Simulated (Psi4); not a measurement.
# Si2H6O (SMILES [SiH3]O[SiH3]): MP2/cc-pVQZ (density fitting, density fitting for correlation, sweep point 5)

Aim: the vertical ionisation energy of Si2H6O at MP2/cc-pVQZ (density fitting, density fitting for correlation, sweep point 5), from 2 runs. 

The results are computed with Psi4 1.11.

## (1) The structure to begin with

Si2H6O has 9 atoms, charge 0, and is taken as a singlet. SMILES: `[SiH3]O[SiH3]`. Geometry: relaxed at PBE0-D4/def2-TZVP.

Bond lengths: Si1–O2 1.634 Å, O2–Si3 1.634 Å, Si1–H4 1.487 Å, Si1–H5 1.483 Å, Si1–H6 1.487 Å, Si3–H7 1.483 Å, Si3–H8 1.486 Å, Si3–H9 1.487 Å. Some angles: Si1–O2–Si3 147.2°, O2–Si1–H4 110.2°, O2–Si1–H5 108.3°, O2–Si1–H6 110.2°, O2–Si3–H7 108.3°, O2–Si3–H8 110.2°, O2–Si3–H9 110.2°, H4–Si1–H5 109.6°, H4–Si1–H6 109.0°, H5–Si1–H6 109.6°.

## (2) A single-point energy at MP2/cc-pVQZ (density fitting, density fitting for correlation, sweep point 5)

The input, input.in:

```
memory 1.6 GB

molecule system {
  Si    -0.710290     1.052660    -0.919520
  O      0.425550     0.090990    -0.245380
  Si     0.775570    -1.038810     0.881750
  H     -1.787270     0.226580    -1.525660
  H     -0.060640     1.872420    -1.970220
  H     -1.306170     1.942760     0.111330
  H      2.224270    -1.343130     0.800010
  H     -0.009310    -2.275600     0.628780
  H      0.448290    -0.527870     2.238910
  symmetry c1
}

set {
  basis           cc-pVQZ
  puream          true
  scf_type        df
  num_frozen_docc 11
}

result, w = energy("mp2", return_wfn=True)
```

Started as:

```bash
$ psi4 input.in input.out -n 1
```

input.out:

```text
[...]
  Running in c1 symmetry.
[...]
  Nuclear repulsion =  159.419028914662164
[...]
  Multiplicity = 1
[...]
  Nalpha       = 21
  Nbeta        = 21
[...]
    Number of basis functions: 353
[...]
   @DF-RHF iter   1:  -656.27335532449115   -7.55975e-01   1.34824e-03 DIIS/ADIIS
[...]
   @DF-RHF iter   9:  -656.38356831756289   -2.51930e-10   7.21382e-09 DIIS
[...]
    Orbital Energies [Eh]
    ---------------------
    Doubly Occupied:
       1A    -68.798193     2A    -68.798192     3A    -20.554465
       4A     -6.142409     5A     -6.142402     6A     -4.249544
       7A     -4.249541     8A     -4.249004     9A     -4.248999
      10A     -4.248995    11A     -4.248986    12A     -1.340195
      13A     -0.793030    14A     -0.681846    15A     -0.595696
      16A     -0.587970    17A     -0.587086    18A     -0.485872
      19A     -0.485385    20A     -0.453952    21A     -0.450801
[...]
  @DF-RHF Final Energy:  -656.38356831756289
   => Energetics <=
    Nuclear Repulsion Energy =            159.4190289146621637
    One-Electron Energy =               -1226.8200655240984815
    Two-Electron Energy =                 411.0174682918733424
    Total Energy =                       -656.3835683175628901
[...]
 Multipole Moments:
 ------------------------------------------------------------------------------------
     Multipole            Electronic (a.u.)      Nuclear  (a.u.)        Total (a.u.)
 ------------------------------------------------------------------------------------
 L = 1.  Multiply by 2.5417464519 to convert [e a0] to [Debye]
 Dipole X            :          0.9332279           -1.0486308           -0.1154029
 Dipole Y            :          0.1993831           -0.2239048           -0.0245217
 Dipole Z            :         -0.5383406            0.6050292            0.0666886
 Magnitude           :                                                    0.1355231
[...]
```

Run time: 26 s. Hardware: 1 thread of Intel Xeon at 2.70GHz, shared host; peak memory 1.1 GiB.

## (3) The doublet cation at the same level

The input, h6osi2.in:

```
memory 1600 MB

molecule {
  1 2
  Si    -0.710290     1.052660    -0.919520
  O      0.425550     0.090990    -0.245380
  Si     0.775570    -1.038810     0.881750
  H     -1.787270     0.226580    -1.525660
  H     -0.060640     1.872420    -1.970220
  H     -1.306170     1.942760     0.111330
  H      2.224270    -1.343130     0.800010
  H     -0.009310    -2.275600     0.628780
  H      0.448290    -0.527870     2.238910
  symmetry c1
}

set globals {
  basis           cc-pVQZ
  reference       uhf
  puream          true
  scf_type        df
  num_frozen_docc 11
  maxiter         100
}

energy('mp2')
print_variables()
```

Started as:

```bash
$ psi4 h6osi2.in h6osi2.out -n 1
```

h6osi2.out:

```text
[...]
  Running in c1 symmetry.
[...]
  Nuclear repulsion =  159.419028914662164
[...]
  Multiplicity = 2
[...]
  Nalpha       = 21
  Nbeta        = 20
[...]
    Number of basis functions: 353
[...]
   @DF-UHF iter   1:  -655.85449049456372   -3.37111e-01   1.16329e-03 DIIS/ADIIS
[...]
   @DF-UHF iter  23:  -655.99337405398967   -1.81899e-11   1.85574e-09 DIIS
[...]
   @S^2 Observed:                7.714988309E-01
[...]
    Orbital Energies [Eh]
    ---------------------
    Alpha Occupied:
       1A    -69.018832     2A    -69.018832     3A    -20.968652
       4A     -6.367871     5A     -6.367862     6A     -4.475993
       7A     -4.475989     8A     -4.472937     9A     -4.472930
      10A     -4.472719    11A     -4.472706    12A     -1.759168
      13A     -1.121608    14A     -1.030795    15A     -0.966018
      16A     -0.884589    17A     -0.851140    18A     -0.704600
      19A     -0.698049    20A     -0.688281    21A     -0.678589
    Alpha Virtual:
      22A     -0.101607    23A     -0.051693    24A     -0.041623
      25A     -0.040536    26A     -0.020778    27A     -0.020159
[...]
  @DF-UHF Final Energy:  -655.99337405398967
   => Energetics <=
    Nuclear Repulsion Energy =            159.4190289146621637
    One-Electron Energy =               -1216.2144986073208202
    Two-Electron Energy =                 400.8020956386689022
    Total Energy =                       -655.9933740539896689
  UHF NO Occupations:
  HONO-2 :   19  A 1.9983283
  HONO-1 :   20  A 1.9940156
[...]
 Multipole Moments:
 ------------------------------------------------------------------------------------
     Multipole            Electronic (a.u.)      Nuclear  (a.u.)        Total (a.u.)
 ------------------------------------------------------------------------------------
 L = 1.  Multiply by 2.5417464519 to convert [e a0] to [Debye]
 Dipole X            :          0.8671156           -1.0486308           -0.1815152
 Dipole Y            :          0.1701029           -0.2239048           -0.0538018
 Dipole Z            :         -0.5177594            0.6050292            0.0872699
 Magnitude           :                                                    0.2084669
[...]
```

Wall time 37 s (1 thread of Intel Xeon at 2.70GHz, shared host); peak memory 1.1 GiB.

## (4) What came out

At MP2/cc-pVQZ (density fitting, density fitting for correlation, sweep point 5), 11 core orbitals frozen:

```
                                                                  quantity          value
                                              singlet Si2H6O: total energy  -656.91183 Eh
                       singlet Si2H6O: HOMO energy (Hartree–Fock orbitals)      -12.27 eV
                       singlet Si2H6O: LUMO energy (Hartree–Fock orbitals)        2.52 eV
                     singlet Si2H6O: HOMO–LUMO gap (Hartree–Fock orbitals)       14.79 eV
              singlet Si2H6O: correlation energy (11 core orbitals frozen)     -528.3 mEh
                                              doublet cation: total energy  -656.46465 Eh
doublet cation: HOMO energy (Hartree–Fock orbitals) (highest over α and β)      -18.15 eV
 doublet cation: LUMO energy (Hartree–Fock orbitals) (lowest over α and β)       -8.31 eV
              doublet cation: correlation energy (11 core orbitals frozen)     -471.3 mEh
                         doublet cation: ⟨S²⟩ of the reference determinant          0.771
                        vertical ionisation energy (to the doublet cation)      12.168 eV
```

What this shows: Removing an electron at fixed nuclei costs 12.17 eV (1174 kJ/mol).
